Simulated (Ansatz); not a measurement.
# SiH4 (singlet): from Hartree-Fock to the top rungs at distance H1–H2 along a hydrogen transfer = 1.385 Å, cc-pVTZ

How much of the correlation energy of SiH4 (singlet) does each wave-function method recover here?

Method: cc-pVTZ, core rule «outside noble gas», up to 5 orbitals frozen; program: Ansatz 0.2.0, Gaussian basis.

Plan: UHF; CCSD(T) on RHF; CCSD(T) on UHF; BCCD(T) on RHF; CCSDT(Q) on RHF; CASSCF and NEVPT2, 8 electrons in 8 orbitals.

2 further runs of the same task are left out: 2 that didn't finish.

### Step 1. The system

The geometry derives from fragments relaxed apart (PBE0/def2-TZVP) and kept rigid, so it is no stationary point. A hydrogen atom is moved between rigid fragments.

5 atoms, charge 0, spin multiplicity 1.

Atoms are counted from 1 here; the program's logs count them from 0.

Bond lengths: H2–Si3 1.440 Å, Si3–H4 1.526 Å, Si3–H5 1.526 Å. Angles: H2–Si3–H4 113.7°, H2–Si3–H5 113.7°, H4–Si3–H5 91.2°.

In the tables R marks a restricted determinant and U an unrestricted one; 'valence' is the active space of 8 electrons in 8 orbitals; energies count from the table's Hartree-Fock row.

### Step 2. UHF

Input file in.yaml:

```yaml
crystal:
  periodic: [false, false, false]
  atoms:
    - {symbol: H, position_ang: [-2.729575, 0.054876, 0.000000]}
    - {symbol: H, position_ang: [-1.344575, 0.054876, 0.000000]}
    - {symbol: Si, position_ang: [0.095425, 0.054876, 0.000000]}
    - {symbol: H, position_ang: [0.707605, -0.819409, 1.090012]}
    - {symbol: H, position_ang: [0.707605, -0.819409, -1.090012]}
basis:
  gaussian: {orbitals: cc-pVTZ}
magnetization: {spin_polarized: true, initial_magnetization: 0}
hamiltonian: {xc: hf}
output: {orbitals: {seedname: orbitals}}
```

Command:

```console
> ansatz run in.yaml --threads 1 --pin off --events-out ev --progress --plain --max-ram 2393MiB
```

The program printed:

```text
Functional definition: HF
  name "HF"
  cite "Fock, Z. Phys. 61, 126 (1930) doi:10.1007/BF01340294"
  parent pbe
  exchange = exact_x
  correlation = 0
595 factors; their error is unknown
mean field evaluation 1: about -7918.9122 eV, gradient 6.4e0 eV
mean field evaluation 2: about -7919.3660 eV, gradient 1.8e0 eV
mean field evaluation 4: about -7919.4165 eV, gradient 1.2e-1 eV
mean field evaluation 8: about -7919.6136 eV, gradient 1.2e-4 eV
mean field evaluation 16: about -7921.6846 eV, gradient 7.1e-1 eV
mean field evaluation 32: about -7921.6914 eV, gradient 9.7e-4 eV
mean field -7921.69141294 eV, -291.1167899102 hartree, gradient 8.3e-6 eV, S^2 0.964320; 2 other end points of the search recorded, 0 dependent functions left out
reference -7921.69141294 eV, -291.1167899102 hartree; 9, 9 occupied and 81, 81 virtual orbitals, 595 factors
Total energy: -7921.69141294 eV, -291.1167899102 hartree
```

It took 1.2 s on 1 thread of Intel Xeon Platinum 8259CL at 2.50GHz, shared host.

From the report: ⟨S²⟩ of the determinant 0.964 (pure singlet: 0.00). The determinant is far from a pure spin state, so its energy mixes those of several spin states (harmless only where they are near-degenerate, as at dissociation).

The unrestricted solution breaks the spin symmetry, so the restricted determinant is unstable here.

### Step 3. CCSD(T) on RHF

in.yaml: that of step 2 with these lines changed.

```diff
@@ -10,4 +10,3 @@
   gaussian: {orbitals: cc-pVTZ}
-magnetization: {spin_polarized: true, initial_magnetization: 0}
-hamiltonian: {xc: hf}
-output: {orbitals: {seedname: orbitals}}
+magnetization: {spin_polarized: false}
+correlation: {method: ccsd_t, electrons: outside_noble_gas}
```

The command is unchanged.

The program printed, shortened:

```text
Functional definition: HF
  name "HF"
  cite "Fock, Z. Phys. 61, 126 (1930) doi:10.1007/BF01340294"
  parent pbe
[...]
501 factors; integrals over basis functions are off by at most 1.3e-3 eV
[...]
mean field -7919.61386050 eV, -291.0404412661 hartree, gradient 3.3e-6 eV, S^2 0.000000; 2 other end points of the search recorded, 0 dependent functions left out; unrestricted orbitals would lower it
[...]
determinant -7919.61386050 eV, -291.0404412661 hartree, with singles and doubles -7925.70199150 eV, -291.2641759538 hartree
determinant -7916.31279919 eV, -290.9191295008 hartree, with singles and doubles -7923.56214758 eV, -291.1855381401 hartree
determinant -7916.30383248 eV, -290.9187999800 hartree, with singles and doubles -7923.12016473 eV, -291.1692955702 hartree
[...]
unrestricted determinant -7921.69168889 eV, -291.1168000513 hartree, S^2 0.9643
5 core orbitals not correlated: weight in the atoms' cores, before any rotation towards them, 1.000 or more for the frozen orbitals, at most 0.000 for the correlated occupied ones
reference -7919.61386050 eV, -291.0404412661 hartree; 4, 4 occupied and 81, 81 virtual orbitals, 501 factors
second order -4.74323789 eV of doubles, -0.00000000 eV of singles
cycle   1  -5.39410680 eV  change   -7.4e-1 eV  update   1.2e-1
[...]
cycle  12  -6.08607254 eV  change    3.5e-7 eV  update   6.7e-6
perturbative correction -0.36783892 eV, -0.0135178309 hartree
WARN: these amplitudes may be one of several solutions (largest doubles amplitude 0.43, level shift 0.42 eV)
Total energy: -7926.06777196 eV, -291.2776181377 hartree
```

It took 6.5 s on 1 thread of Intel Xeon Platinum 8259CL at 2.50GHz, shared host.

From the report: correlation -6.4539 eV; T1 0.043; largest double amplitude 0.43. The report flags that the cluster equations may have other roots.

### Step 4. CCSD(T) on UHF

in.yaml: that of step 3 with these lines changed.

```diff
@@ -10,3 +10,3 @@
   gaussian: {orbitals: cc-pVTZ}
-magnetization: {spin_polarized: false}
+magnetization: {spin_polarized: true, initial_magnetization: 0}
 correlation: {method: ccsd_t, electrons: outside_noble_gas}
```

Same command.

The program printed, shortened:

```text
Functional definition: HF
  name "HF"
  cite "Fock, Z. Phys. 61, 126 (1930) doi:10.1007/BF01340294"
  parent pbe
[...]
501 factors; integrals over basis functions are off by at most 1.3e-3 eV
[...]
mean field -7921.69168889 eV, -291.1168000514 hartree, gradient 2.1e-6 eV, S^2 0.964320; 5 other end points of the search recorded, 0 dependent functions left out
determinant -7921.69168889 eV, -291.1168000514 hartree, with singles and doubles -7925.92273860 eV, -291.2722882600 hartree
determinant -7918.48644486 eV, -290.9990095056 hartree, with singles and doubles -7924.55953725 eV, -291.2221915345 hartree
determinant -7919.61386050 eV, -291.0404412661 hartree, with singles and doubles -7925.86162810 eV, -291.2700424907 hartree
5 core orbitals not correlated: weight in the atoms' cores, before any rotation towards them, 1.000 or more for the frozen orbitals, at most 0.000 for the correlated occupied ones
reference -7921.69168889 eV, -291.1168000514 hartree; 4, 4 occupied and 81, 81 virtual orbitals, 501 factors
second order -3.35025294 eV of doubles, -0.00000000 eV of singles
cycle   1  -4.12381064 eV  change   -3.2e-1 eV  update   2.0e-2
[...]
cycle  13  -4.15384387 eV  change    6.1e-6 eV  update   9.6e-6
perturbative correction -0.12512982 eV, -0.0045984362 hartree
Total energy: -7925.97066258 eV, -291.2740494341 hartree
```

It took 9 s on 1 thread of Intel Xeon Platinum 8259CL at 2.50GHz, shared host; peak memory 0.36 GiB.

From the report: ⟨S²⟩ of the determinant 0.964 (pure singlet: 0.00); correlation -4.2790 eV; T1 0.029; largest double amplitude 0.08. The determinant is far from a pure spin state, so its energy mixes those of several spin states (harmless only where they are near-degenerate, as at dissociation).

### Step 5. BCCD(T) on RHF

in.yaml: that of step 4 with these lines changed.

```diff
@@ -10,3 +10,3 @@
   gaussian: {orbitals: cc-pVTZ}
-magnetization: {spin_polarized: true, initial_magnetization: 0}
-correlation: {method: ccsd_t, electrons: outside_noble_gas}
+magnetization: {spin_polarized: false}
+correlation: {method: bccd_t, electrons: outside_noble_gas}
```

Launched as before.

The program printed, shortened:

```text
Functional definition: HF
  name "HF"
  cite "Fock, Z. Phys. 61, 126 (1930) doi:10.1007/BF01340294"
  parent pbe
[...]
501 factors; integrals over basis functions are off by at most 1.3e-3 eV
[...]
mean field -7919.61386050 eV, -291.0404412661 hartree, gradient 3.3e-6 eV, S^2 0.000000; 2 other end points of the search recorded, 0 dependent functions left out; unrestricted orbitals would lower it
[...]
determinant -7919.61386050 eV, -291.0404412661 hartree, with singles and doubles -7925.70199150 eV, -291.2641759538 hartree
determinant -7916.31279919 eV, -290.9191295008 hartree, with singles and doubles -7923.56214758 eV, -291.1855381401 hartree
determinant -7916.30383248 eV, -290.9187999800 hartree, with singles and doubles -7923.12016473 eV, -291.1692955702 hartree
[...]
unrestricted determinant -7921.69168889 eV, -291.1168000513 hartree, S^2 0.9643
5 core orbitals not correlated: weight in the atoms' cores, before any rotation towards them, 1.000 or more for the frozen orbitals, at most 0.000 for the correlated occupied ones
reference -7919.61386050 eV, -291.0404412661 hartree; 4, 4 occupied and 81, 81 virtual orbitals, 501 factors
second order -4.74323789 eV of doubles, -0.00000000 eV of singles
cycle   1  -5.42988452 eV  change   -7.8e-1 eV  update   1.2e-1
[...]
cycle  14  -6.07103374 eV  change    1.6e-6 eV  update   1.4e-6
perturbative correction -0.37436964 eV, -0.0137578304 hartree
WARN: these amplitudes may be one of several solutions (largest doubles amplitude 0.43, level shift 0.42 eV)
Total energy: -7926.05926388 eV, -291.2773054716 hartree
```

It took 8.5 s on 1 thread of Intel Xeon Platinum 8259CL at 2.50GHz, shared host; peak memory 0.26 GiB.

From the report: correlation -6.4454 eV; largest double amplitude 0.43. The report flags that the cluster equations may have other roots.

### Step 6. CCSDT(Q) on RHF

in.yaml: that of step 5 with these lines changed.

```diff
@@ -11,2 +11,2 @@
 magnetization: {spin_polarized: false}
-correlation: {method: bccd_t, electrons: outside_noble_gas}
+correlation: {method: ccsdt_q, electrons: outside_noble_gas}
```

Same command.

The program printed, shortened:

```text
Functional definition: HF
  name "HF"
  cite "Fock, Z. Phys. 61, 126 (1930) doi:10.1007/BF01340294"
  parent pbe
[...]
1094 factors; integrals over basis functions are off by at most 1.7e-7 eV
[...]
mean field -7919.61385709 eV, -291.0404411408 hartree, gradient 3.3e-6 eV, S^2 0.000000; 2 other end points of the search recorded, 0 dependent functions left out; unrestricted orbitals would lower it
[...]
determinant -7919.61385709 eV, -291.0404411408 hartree, with singles and doubles -7925.70198255 eV, -291.2641756251 hartree
determinant -7916.31276929 eV, -290.9191284020 hartree, with singles and doubles -7923.56212390 eV, -291.1855372698 hartree
determinant -7916.30380802 eV, -290.9187990814 hartree, with singles and doubles -7923.12024846 eV, -291.1692986470 hartree
[...]
unrestricted determinant -7921.69169781 eV, -291.1168003790 hartree, S^2 0.9643
5 core orbitals not correlated: weight in the atoms' cores, before any rotation towards them, 1.000 or more for the frozen orbitals, at most 0.000 for the correlated occupied ones
reference -7919.61385709 eV, -291.0404411408 hartree; 4, 4 occupied and 81, 81 virtual orbitals, 1094 factors
second order -4.74328373 eV of doubles, -0.00000000 eV of singles
cycle   1  -5.39409098 eV  change   -7.4e-1 eV  update   1.3e-1
[...]
cycle  17  -6.47355355 eV  change   -9.5e-7 eV  update   4.9e-7
perturbative correction -0.02444534 eV, -0.0008983499 hartree
WARN: these amplitudes may be one of several solutions (largest doubles amplitude 0.52, level shift 0.42 eV)
Total energy: -7926.11185598 eV, -291.2792381956 hartree
```

Run time: 72 s. Hardware: 1 thread of Intel Xeon Platinum 8259CL at 2.50GHz, shared host; peak memory 0.73 GiB.

From the report: correlation -6.4980 eV; T1 0.046; largest double amplitude 0.52. The report flags that the cluster equations may have other roots.

### Step 7. CASSCF and NEVPT2, 8 electrons in 8 orbitals

in.yaml: that of step 6 with these lines changed.

```diff
@@ -10,3 +10,2 @@
   gaussian: {orbitals: cc-pVTZ}
-magnetization: {spin_polarized: false}
-correlation: {method: ccsdt_q, electrons: outside_noble_gas}
+correlation: {method: sc_nevpt2, electrons: outside_noble_gas, active_space: {window: {electrons: 8, orbitals: 8}, shells: [{species: H, l: s, shell: 1}, {species: Si, l: s, shell: 3}, {species: Si, l: p, shell: 3}]}}
```

Launched as before.

The program printed:

```text
Functional definition: HF
  name "HF"
  cite "Fock, Z. Phys. 61, 126 (1930) doi:10.1007/BF01340294"
  parent pbe
  exchange = exact_x
  correlation = 0
1094 factors; integrals over basis functions are off by at most 1.7e-7 eV
mean field evaluation 1: about -7919.1055 eV, gradient 9.1e0 eV
mean field evaluation 2: about -7919.1078 eV, gradient 9.1e0 eV
mean field evaluation 4: about -7919.6107 eV, gradient 7.6e-1 eV
mean field evaluation 8: about -7919.6139 eV, gradient 5.8e-4 eV
mean field -7919.61385709 eV, -291.0404411408 hartree, gradient 3.3e-6 eV, S^2 0.000000; 0 other end points of the search recorded, 0 dependent functions left out; unrestricted orbitals would lower it
reference -7919.61385709 eV, -291.0404411408 hartree; 9, 9 occupied and 81, 81 virtual orbitals, 1094 factors
state -7922.99316645 eV, -291.1646284693 hartree
state -7922.99316645 eV, -291.1646284693 hartree; corrected -7925.15953765 eV, -291.2442411425 hartree
Total energy: -7925.15953765 eV, -291.2442411425 hartree
Checks for a lower state left out: starts, orbital_swaps
```

Run time: 6 s. Hardware: 1 thread of Intel Xeon Platinum 8259CL at 2.50GHz, shared host.

From the report: 2,500 determinants; active occupations 1.99, 1.98, 1.97, 1.46, 0.54, 0.02, 0.02, 0.02.

### Step 8. Natural occupations

Natural occupations of the CASSCF valence state about the gap (report; correlated orbitals 1 to 8): 1.986, 1.978, 1.973, 1.460, 0.541, 0.024, 0.023, 0.016. The count of effectively unpaired electrons, Σ n²(2 − n)², is 1.26; a single determinant of this spin has 0.

### Step 9. All levels against the top one

No level here is safe as a reference; RCCSDT(Q) serves as a yardstick only. Rows without a time come out of other runs: HF, MP2 and CCSD of CCSD(T), CCSDT of CCSDT(Q), CASSCF and MRCISD of the multireference runs.

| method | energy from the lowest RHF (meV) | from RCCSDT(Q) (meV) | time |
| --- | --- | --- | --- |
| RHF | 0.0 | +6498.0 |  |
| UHF | -2077.8 | +4420.2 |  |
| RMP2 | -4743.2 | +1754.8 |  |
| UMP2 | -5428.1 | +1069.9 |  |
| RCCSD | -6086.1 | +411.9 |  |
| UCCSD | -6231.7 | +266.3 |  |
| RCCSD(T) | -6453.9 | +44.1 | 6.5 s |
| UCCSD(T) | -6356.8 | +141.2 | 9 s |
| BCCD(T) | -6445.4 | +52.6 | 8.5 s |
| RCCSDT | -6473.6 | +24.4 |  |
| RCCSDT(Q) | -6498.0 | 0 | 72 s |
| CASSCF valence | -3379.3 | +3118.7 |  |
| NEVPT2 valence | -5545.7 | +952.3 | 6 s |

Among the levels timed on like hardware and quicker than the yardstick, those that no quicker one beats, quickest first: NEVPT2 valence (6 s, +952.3 meV); RCCSD(T) (6.5 s, +44.1 meV).

The program flags RCCSD(T), BCCD(T), RCCSDT(Q) as in doubt (see the logs), so the zero of the table is itself unsure.

### Step 10. Summary of results

| quantity | value |
| --- | --- |
| RCCSDT(Q) below the RHF energy | -6.4980 eV |
| RMP2 from RCCSDT(Q) | +1754.8 meV |
| UMP2 from RCCSDT(Q) | +1069.9 meV |
| RCCSD from RCCSDT(Q) | +411.9 meV |
| RCCSD(T) from RCCSDT(Q) | +44.1 meV |
| UCCSD(T) from RCCSDT(Q) | +141.2 meV |
| NEVPT2 valence from RCCSDT(Q) | +952.3 meV |
| T1 diagnostic | 0.043 |
| effectively unpaired electrons | 1.26 |

In words: RCCSD(T) misses by +44.1 meV, 0.7 % of the correlation energy. CCSD(T) misses by +44.1 meV on the restricted determinant and by +141.2 meV on the unrestricted one; the two need not hold the same state or core. The occupations show strong static correlation (1.3 unpaired electrons where one determinant has 0). Warnings: restricted reference is unstable; spin contamination; large T1 diagnostic.
